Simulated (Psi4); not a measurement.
# DLPNO-CCSD(T)/def2-TZVP (density fitting, density fitting for correlation, pno convergence normal, sweep point 2) run of [AlH4]− (SMILES [H][Al-]([H])([H])[H])

What is the energy change on altering one bond length of [AlH4]− at DLPNO-CCSD(T)/def2-TZVP (density fitting, density fitting for correlation, pno convergence normal, sweep point 2)? 

Program for the calculation: Psi4 1.11.

## (1) Starting point

[AlH4]−: 5 atoms, total charge -1, spin state singlet. As SMILES, `[H][Al-]([H])([H])[H]`. The shape comes from GFN2-xTB, which is rough for such elements, and wasn't checked as a minimum.

Bond lengths: Al1–H2 1.627 Å, Al1–H3 1.628 Å, Al1–H4 1.628 Å, Al1–H5 1.628 Å. Angles: H2–Al1–H3 109.3°, H2–Al1–H4 109.4°, H2–Al1–H5 109.6°, H3–Al1–H4 109.3°, H3–Al1–H5 109.5°, H4–Al1–H5 109.6°.

## (2) The energy at DLPNO-CCSD(T)/def2-TZVP (density fitting, density fitting for correlation, pno convergence normal, sweep point 2)

Input file input.dat:

```
memory 1600 mb

molecule geom {
  -1 1
  Al    -0.00274010    -0.00204090    -0.00001890
  H      0.02430188    -0.03650951     3.07471669
  H      2.89135656     0.02456644    -1.04479178
  H     -1.46247795     2.52112142    -0.98292215
  H     -1.45044039    -2.50713744    -1.04700276
  units au
  symmetry c1
}

set basis def2-TZVP
set reference rhf
set puream true
set scf_type df
set num_frozen_docc 5
set pno_convergence normal

E, wfn = energy("dlpno-ccsd(t)", return_wfn=True)
```

Launch:

```console
psi4 input.dat output.dat -n 1
```

output.dat, shortened:

```text
[...]
  Running in c1 symmetry.
[...]
  Nuclear repulsion =   18.097726279675012
[...]
  Multiplicity = 1
[...]
  Nalpha       = 9
  Nbeta        = 9
[...]
    Number of basis functions: 61
[...]
   @DF-RHF iter   1:  -244.21867269723975   -6.75894e-01   2.92128e-03 DIIS/ADIIS
[...]
    Orbital Energies [Eh]
    ---------------------
    Doubly Occupied:
       1A    -58.209925     2A     -4.626121     3A     -2.941038
       4A     -2.941037     5A     -2.941029     6A     -0.356472
       7A     -0.196202     8A     -0.195952     9A     -0.195681
[...]
  @DF-RHF Final Energy:  -244.24459843151229
   => Energetics <=
    Nuclear Repulsion Energy =             18.0977262796750118
    One-Electron Energy =                -379.4777345173864660
    Two-Electron Energy =                 117.1354098061991920
    Total Energy =                       -244.2445984315122871
[...]
 Multipole Moments:
 ------------------------------------------------------------------------------------
     Multipole            Electronic (a.u.)      Nuclear  (a.u.)        Total (a.u.)
 ------------------------------------------------------------------------------------
 L = 1.  Multiply by 2.5417464519 to convert [e a0] to [Debye]
 Dipole X            :         -0.0117785            0.0061317           -0.0056468
 Dipole Y            :         -0.0085295            0.0045670           -0.0039625
 Dipole Z            :          0.0004311            0.0000338            0.0004650
 Magnitude           :                                                    0.0069141
[...]
   * WARNING: This answer will likely vary from one obtained by a energy('dlpno-mp2') call
                due to lack of a semi-canonical MP2 prescreening step in DLPNO-MP2, as well
[...]
  @LCCSD(T) iter   2:  -0.002437050989 -9.373e-07  1.177e-07        0
[...]
```

Wall time 3.9 s (1 thread of Intel Xeon 6975P-C (Granite Rapids), shared host); peak memory 0.26 GiB.

## (3) The distorted shape, same level

Input file calc.in:

```
memory 1600 MB

molecule molecule1 {
  -1 1
  Al     0.28680751     0.49899163     0.20938354
  H      0.31384949     0.46452303     3.28411913
  H      3.18090418     0.52559898    -0.83538934
  H     -1.17293033     3.02215395    -0.77351970
  H     -1.45044039    -2.50713744    -1.04700276
  units au
  symmetry c1
}

set puream true
set scf_type df
set num_frozen_docc 5
set pno_convergence normal

energy_value, wavefunction = energy('dlpno-ccsd(t)/def2-TZVP', return_wfn=True)
print_variables()
```

Launch:

```console
psi4 -i calc.in -o calc.out -n 1
```

calc.out, shortened:

```text
[...]
  Running in c1 symmetry.
[...]
  Nuclear repulsion =   17.338170868356141
[...]
  Multiplicity = 1
[...]
  Nalpha       = 9
  Nbeta        = 9
[...]
    Number of basis functions: 61
[...]
   @DF-RHF iter   1:  -244.20897117255612   -7.30096e-01   2.76103e-03 ADIIS/DIIS
[...]
    Orbital Energies [Eh]
    ---------------------
    Doubly Occupied:
       1A    -58.238898     2A     -4.651473     3A     -2.966602
       4A     -2.966601     5A     -2.966076     6A     -0.354910
       7A     -0.206539     8A     -0.206276     9A     -0.173183
[...]
  @DF-RHF Final Energy:  -244.23276405954667
   => Energetics <=
    Nuclear Repulsion Energy =             17.3381708683561406
    One-Electron Energy =                -377.6807561983542882
    Two-Electron Energy =                 116.1098212704514765
    Total Energy =                       -244.2327640595466676
[...]
 Multipole Moments:
 ------------------------------------------------------------------------------------
     Multipole            Electronic (a.u.)      Nuclear  (a.u.)        Total (a.u.)
 ------------------------------------------------------------------------------------
 L = 1.  Multiply by 2.5417464519 to convert [e a0] to [Debye]
 Dipole X            :          0.3429540           -0.1234555            0.2194985
 Dipole Y            :          0.6049397           -0.2196703            0.3852693
 Dipole Z            :          0.2567643           -0.0936843            0.1630800
 Magnitude           :                                                    0.4724480
[...]
   * WARNING: This answer will likely vary from one obtained by a energy('dlpno-mp2') call
                due to lack of a semi-canonical MP2 prescreening step in DLPNO-MP2, as well
[...]
  @LCCSD(T) iter   2:  -0.002528881225 -9.591e-07  1.254e-07        1
[...]
  "DLPNO PNO TRUNCATION ERROR"      =>      -0.000000592713
  "DLPNO SC-LMP2 PAIR ENERGY"       =>       0.000000000000
[...]
```

It took 3.9 s on 1 thread of Intel Xeon 6975P-C (Granite Rapids), shared host; peak memory 0.26 GiB.

## (4) Results

Level: DLPNO-CCSD(T)/def2-TZVP (density fitting, density fitting for correlation, pno convergence normal, sweep point 2), 5 core orbitals frozen.

```
                                                              quantity          value
                                             first shape: total energy  -244.39414 Eh
                      first shape: HOMO energy (Hartree–Fock orbitals)       -5.32 eV
                      first shape: LUMO energy (Hartree–Fock orbitals)        8.45 eV
    first shape: HOMO–LUMO gap (to an unbound level, set by the basis)       13.78 eV
              first shape: correlation energy (5 core orbitals frozen)     -149.5 mEh
                                           first shape: (T) correction      -2.44 mEh
                                            first shape: T1 diagnostic          0.011
                                         distorted shape: total energy  -244.38183 Eh
                  distorted shape: HOMO energy (Hartree–Fock orbitals)       -4.71 eV
                  distorted shape: LUMO energy (Hartree–Fock orbitals)        8.29 eV
distorted shape: HOMO–LUMO gap (to an unbound level, set by the basis)       13.00 eV
          distorted shape: correlation energy (5 core orbitals frozen)     -149.1 mEh
                                       distorted shape: (T) correction      -2.53 mEh
                                        distorted shape: T1 diagnostic          0.013
    energy change with the Al1–H5 bond stretched from 1.628 to 1.954 Å       0.335 eV
```

With the Al1–H5 bond stretched from 1.628 to 1.954 Å the energy rises by 0.34 eV (7.7 kcal/mol). The first shape isn't relaxed at this level, so the change isn't measured from a minimum. The triples (first shape) make up 1.6 % of the correlation energy. The triples (distorted shape) make up 1.7 % of the correlation energy.
